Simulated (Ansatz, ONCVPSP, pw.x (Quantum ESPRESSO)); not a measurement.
## From atom to crystal: ONCV potential for strontium

Sr (Z = 38), optimised norm-conserving Vanderbilt (ONCV), made with ONCVPSP 4.0.1.1 (patched build) (PBE, scalar-relativistic). Core [Ar] 3d10, reference 4s2 4p6 5s2. Waves: 4s+5s: rc 2.60 bohr, ncon 3, nbas 8, qcut 5.6 1/bohr, 2 projectors; 4p: rc 2.00 bohr, ncon 5, nbas 8, qcut 6.8 1/bohr, 2 projectors, debl 3.2 Ha; d scattering state at 0.04 Ha: rc 2.00 bohr, ncon 4, nbas 8, qcut 4.6 1/bohr, local; f scattering state at 0.14 Ha: rc 2.45 bohr, ncon 5, nbas 9, qcut 4.7 1/bohr, 3 projectors, debl 1.8 Ha. Local part: the d channel. Core correction: none.

In the d channel the program set the typed energies aside and used 0.050 Ha.

Atomic tests: cutoffs needed: 16 Ha and 20 Ha (the cutoffs (Ha) at which the residual kinetic energy of the hardest occupied pseudo-wave falls to 1 and 0.1 mHa per electron); ghost test: no bound ghost flagged; GHOST(+) flagged for p at 505.4 eV; largest excitation error: -11 meV (all-electron minus pseudo) for 4s2 4p6 4d1 5s0, out of 4 test configurations.

Crystal test: fcc Sr in pw.x 7.5, no spin, 10³ k-points, Fermi–Dirac smearing 0.01 Ry, cutoffs 50/200 Ry. The reference is all-electron LAPW (Ansatz 0.2.0) with the same functional, mesh and smearing; V0 and B0 come from Birch–Murnaghan fits to the pressures at five volumes. Errors are pseudo minus all-electron; Δ is the rms difference of the E(V) curves that follow from these fits, minima aligned, over ±6 % about the mean V0. Mesh and smearing are coarse, so the numbers serve the comparison and aren't converged zero-temperature values; the lattice is a test structure that the element need not adopt.

All-electron: a0 = 6.043 Å (V0 = 55.17 Å³/atom), B0 = 11.8 GPa.

How far does the potential miss the all-electron equation of state?

mean pressure error (GPa): +0.03; a0 (Å): 6.049; a0 error (%): +0.09; B0 error (%): -0.1; Δ (meV/atom): 0.4.

```json
{"V (Å³/atom)": "52.388", "P all-electron (GPa)": "0.67", "P pseudo (GPa)": "0.70"}
{"V (Å³/atom)": "53.766", "P all-electron (GPa)": "0.32", "P pseudo (GPa)": "0.35"}
{"V (Å³/atom)": "55.145", "P all-electron (GPa)": "0.01", "P pseudo (GPa)": "0.04"}
{"V (Å³/atom)": "56.524", "P all-electron (GPa)": "-0.28", "P pseudo (GPa)": "-0.24"}
{"V (Å³/atom)": "57.902", "P all-electron (GPa)": "-0.53", "P pseudo (GPa)": "-0.50"}
```

At the middle volume, how do free energy and pressure move when the wave cutoff is lowered (ecutrho kept at four times it)?

```json
{"cutoff (Ry)": "22", "shift of F (meV/atom)": "+1050.3", "shift of P (GPa)": "-6.88"}
{"cutoff (Ry)": "30", "shift of F (meV/atom)": "+229.6", "shift of P (GPa)": "-2.97"}
{"cutoff (Ry)": "40", "shift of F (meV/atom)": "+13.8", "shift of P (GPa)": "-0.38"}
```

The run at the middle volume (47 k-points, 6 iterations) took about 17 s on one core of a shared host (Neoverse-V2, 96 threads, 742 GiB, load 59).
